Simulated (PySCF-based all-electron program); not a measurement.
## Distorting PH₃, singlet

All-electron Kohn–Sham DFT on the free molecule, computed near the basis limit with an in-house program on PySCF integrals; the spin-free Dirac equation, no spin–orbit coupling, spin-restricted. Forces are good to about 0.010 eV/Å. Atoms are numbered as listed.

Shape A:

```xyz
4

P     0.0000    0.0000    0.0000
H     1.0749    0.0000    0.6913
H    -0.5971    1.0343    0.7682
H    -0.5971   -1.0343    0.7682
```

r2SCAN forces:

```tsv
atom	Fx	Fy	Fz (eV/Å)
P1	-3.478	0.000	-2.179
H2	3.467	0.000	2.217
H3	0.005	-0.047	-0.019
H4	0.005	0.047	-0.019
```

Shape B:

| atom | x (Å) | y (Å) | z (Å) |
| --- | --- | --- | --- |
| P | 0.0000 | 0.0000 | 0.0000 |
| H | 1.0151 | 0.0000 | 0.6529 |
| H | -0.5971 | 1.0343 | 0.7682 |
| H | -0.5971 | -1.0343 | 0.7682 |

Against shape A, P1–H2 goes from 1.278 to 1.207 Å.

PBE forces:

```tsv
atom	Fx	Fy	Fz (eV/Å)
P1	-6.273	0.000	-4.319
H2	6.464	0.000	4.126
H3	-0.095	0.108	0.096
H4	-0.095	-0.108	0.096
```

Question: What forces does r2SCAN give in shape B?

Answer: The forces move by 0.267 eV/Å (r.m.s. over the atoms) from PBE.

```json
{"atom": "P1", "Fx": "-6.295", "Fy": "0.000", "Fz (eV/Å)": "-3.932"}
{"atom": "H2", "Fx": "6.310", "Fy": "0.000", "Fz (eV/Å)": "4.004"}
{"atom": "H3", "Fx": "-0.008", "Fy": "-0.045", "Fz (eV/Å)": "-0.036"}
{"atom": "H4", "Fx": "-0.008", "Fy": "0.045", "Fz (eV/Å)": "-0.036"}
```

Shape C:

```xyz
4

P     0.0000    0.0000    0.0000
H     0.0000    0.0000    1.2160
H     0.9815    1.0373   -0.0748
H     0.9815   -1.0373   -0.0748
```

Against shape A, P1–H2 goes from 1.278 to 1.216 Å.

PBE forces:

```
atom      Fx      Fy  Fz (eV/Å)
  P1   0.068   0.000     -7.130
  H2  -0.050   0.000      7.191
  H3  -0.009  -0.021     -0.031
  H4  -0.009   0.021     -0.031
```

Question: What forces does r2SCAN give in shape C?

Answer: The forces move by 0.269 eV/Å (r.m.s. over the atoms) from PBE.

| atom | Fx | Fy | Fz (eV/Å) |
| --- | --- | --- | --- |
| P1 | 0.407 | 0.000 | -6.934 |
| H2 | -0.070 | 0.000 | 6.996 |
| H3 | -0.168 | -0.172 | -0.031 |
| H4 | -0.168 | 0.172 | -0.031 |
